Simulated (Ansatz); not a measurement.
**Elastic constant C44 of α-phase Ga at several levels of theory**

No measured value is used here.

```json
[
 {"level (code)": "LDA (Ansatz)", "value (GPa)": "[?]", "cell (Å³/atom)": "19.59"},
 {"level (code)": "PBE (Ansatz)", "value (GPa)": "35.9", "cell (Å³/atom)": "20.30"},
 {"level (code)": "PBE-D3(BJ) (Ansatz)", "value (GPa)": "39.7", "cell (Å³/atom)": "19.38"},
 {"level (code)": "r²SCAN (Ansatz)", "value (GPa)": "47.9", "cell (Å³/atom)": "19.59"}
]
```

Q: What belongs in the gaps?

A: 
- LDA (Ansatz, a first-principles code), value (GPa): 40.5

PBE-D3(BJ): the dispersion coefficients are held fixed in the derivatives. Values are at the measured cell; PBE at the level's own equilibrium cell; PBE-D3(BJ) at the level's own relaxed cell. Cutoffs differ between the levels. Ansatz's density-functional and Hartree–Fock values are scalar-relativistic unless marked +SOC, with PAW data made under PBE.
